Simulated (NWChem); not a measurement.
## Correlation energy of C₂H₃

```
C
C 1 1.3184
H 2 1.0982 1 138.73
H 1 1.1064 2 122.22 3 180.00
H 1 1.1119 4 115.68 2 180.00
```
Charge 0, spin multiplicity 2.

Everything below was run with NWChem. The geometry was optimised at UPBE/def2-SVP, a minimum by its harmonic frequencies.

Basis set: 6-311G**. Each correlation energy counts from its own Hartree-Fock reference.

The correlated methods keep 2 core orbitals frozen. The Pople sets run with spherical d functions. The structure started from a generated list of species. The unpaired electrons of the parent sit in orbitals of symmetry a' (Cs labels of the run); other states weren't searched. The stability of the SCF solutions was not checked. Open-shell Hartree-Fock references start from PBE0 orbitals. No row is a measurement; the coupled-cluster row has its own basis-set and correlation limits.

```
method           correlation energy (mHa)             remark
---------------  ------------------------  -----------------
UMP2                                  ___  spin-contaminated
SCS-UMP2                              ___  spin-contaminated
CCSD on UHF                        -280.9  spin-contaminated
CCSD[T] on UHF                     -292.2  spin-contaminated
CCSD(T) on UHF                        ___  spin-contaminated
CCSD on ROHF                       -289.9                  -
CCSD[T] on ROHF                    -301.7                  -
CCSD(T) on ROHF                       ___                  -
```

Q: Complete the blanks.

A: 
- UMP2, correlation energy (mHa): -243.2
- SCS-UMP2, correlation energy (mHa): -242.2
- CCSD(T) on UHF, correlation energy (mHa): -291.5
- CCSD(T) on ROHF, correlation energy (mHa): -301.2
